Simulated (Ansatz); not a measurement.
Rock-salt ZrC, treated with HSE06-D3(BJ) (PAW; Ansatz, an electronic-structure program).

Numerical settings: plane-wave cutoff 460 eV, 10×10×10 k mesh, Fermi–Dirac smearing 0.05 eV, scalar-relativistic PAW data made under PBE.

Computed at the level's own relaxed cell.

Give the computed equilibrium volume per atom, bulk modulus, lattice parameter a and pressure derivative B′ of the bulk modulus.


* **equilibrium volume per atom**: 12.52 Å³/atom
* **bulk modulus**: 251 GPa
* **lattice parameter a**: 4.644 Å
* **pressure derivative B′ of the bulk modulus**: 3.9

Measured, for comparison: equilibrium volume per atom 12.95 Å³/atom, lattice constant a 4.696 Å (temperature not stated, no zero-point or thermal correction; as tabulated in Zhang et al. (2018), doi:10.1088/1367-2630/aac7f0); bulk modulus 223 GPa (temperature not stated, no zero-point or thermal correction, from single-crystal elastic constants, our sources range from 208 to 223; as tabulated in arXiv:1102.4063). Computed (rounded) less measured: equilibrium volume per atom -3.3 %, bulk modulus +13 % (+13 % to +21 % over the range), lattice constant a -1.1 %. A static lattice is as a rule a little smaller and stiffer than an uncorrected measurement, which narrows the difference in the lattice constant a and would widen misses of the other sign.

Static lattice: no zero-point or thermal effects.
